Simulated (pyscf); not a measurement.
A first-order saddle from PySCF, ωB97X-D3(BJ)/def2-SVP:

```xyz
6

Cl    -0.4906     0.8250     1.2836
Al    -1.8974    -0.4635    -0.0418
H     -1.7864    -1.9721     0.3864
H     -3.1950     0.3561    -0.3819
Cl    -0.2415     0.0258    -1.5956
H      0.0203     0.6496    -0.1850
```

Surface: singlet, charge 0. Lowest wavenumbers (cm⁻¹): 664i, 315, 411, 431, 449.

### Question
Name the species on either side of this saddle.

### Answer
H₂Al–Cl (SMILES [AlH2][Cl]) + HCl (SMILES Cl) ⇌ HCl (SMILES Cl) + H₂Al–Cl (SMILES [AlH2][Cl]), a four-centre exchange read from left to right: Al–Cl, Cl–H broken and Cl–H, Al–Cl formed. At CCSD(T)/def2-TZVPP + ΔMP2(QZVPP) it lies -0.9 kJ/mol from the left side and -0.9 kJ/mol from the right (each side as separated species at their lowest minima found). On the reactant side the descent ends in an adduct with a Al–Cl contact, 43.7 kJ/mol under the separated species and 26.6 kJ/mol under the saddle at ωB97X-D3(BJ)/def2-TZVP. On the product side the descent ends in an adduct with a Al–Cl contact, 43.7 kJ/mol under the separated species and 26.6 kJ/mol under the saddle at ωB97X-D3(BJ)/def2-TZVP. At CCSD(T) the saddle lies under the separated reactants, which points to a path from their complex (located at ωB97X-D3(BJ) alone). At CCSD(T) the saddle lies under the separated products, which points to a path from their complex (located at ωB97X-D3(BJ) alone). What is counted as formed (Al–Cl) is already present as a longer contact in the reactant adduct; forming that adduct is a step of its own. What is counted as broken (Al–Cl) persists as a longer contact in the product adduct; parting that adduct is a step of its own. At ωB97X-D3(BJ) the barrier from the zero used here is -17.1 kJ/mol. This is the saddle that the search found; another between the same sides may lie lower. The CCSD(T) − MP2 part came from Ansatz, without density fitting, on the same reference.
